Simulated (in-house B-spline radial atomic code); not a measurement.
# Removing the outer electron along the 54-electron series: I⁻ to La³⁺

All numbers come from a B-spline radial code for spherical atoms, all electrons, at the radial basis limit: mean fields, RPA and GW scalar-relativistic (one-electron X2C; non-relativistic for the lightest neutral atoms and singly charged ions), without spin-orbit coupling, Breit or QED terms, open shells spin-polarised at highest spin; Brueckner, CI + MBPT and self-energy runs four-component with Breit and QED terms. References are NIST's ionisation energies and tabulated electron affinities. They run between lowest fine-structure levels, which the runs without spin-orbit coupling average over.

Columns: (a) minus the highest PBE0 level; (b) G0W0 on PBE0; (c) minus the highest CAM-B3LYP level; (d) minus the highest LC-wPBE level; (e) minus the highest Hartree-Fock level; (f) G0W0 on Hartree-Fock. Each gives computed minus reference, in eV; a star marks a semi-empirical reference. Species are left out where the tabulated value is theory, is uncertain by more than 0.12 eV, or (13 ions, such as In⁴⁺, Te⁴⁺ and Bi⁴⁺) lies off its series for all methods alike, which flatters the means a little.

```tsv
species	configuration	reference (eV)	(a)	(b)	(c)	(d)	(e)	(f)
I⁻	[Kr] 4d10 5s2 5p6	3.06	-1.98	+0.16	-0.78	+0.48	+0.37	+0.76
Xe	[Kr] 4d10 5s2 5p6	12.13	?	?	?	?	?	?
Cs⁺	[Kr] 4d10 5s2 5p6	23.16	-3.01	+0.65	-1.64	-0.15	+0.29	+1.03
Ba²⁺	[Kr] 4d10 5s2 5p6	35.84	-3.31	+0.83	-1.92	-0.39	+0.35	+1.18
La³⁺	[Kr] 4d10 5s2 5p6	49.95 ± 0.06*	-3.45	+1.10	-2.04	-0.49	+0.53	+1.45
```

(1) What are the differences for Xe?

(2) How do the methods rank over these species?

Results:

(1) (a) -2.61; (b) +0.47; (c) -1.29; (d) +0.13; (e) +0.29; (f) +0.89 eV.

(2) Mean absolute differences: minus the highest LC-wPBE level 0.33 eV; minus the highest Hartree-Fock level 0.37 eV; G0W0 on PBE0 0.64 eV; G0W0 on Hartree-Fock 1.06 eV; minus the highest CAM-B3LYP level 1.53 eV; minus the highest PBE0 level 2.87 eV. One-signed throughout: minus the highest PBE0 level (too low), G0W0 on PBE0 (too high), minus the highest CAM-B3LYP level (too low), minus the highest Hartree-Fock level (too high), G0W0 on Hartree-Fock (too high).
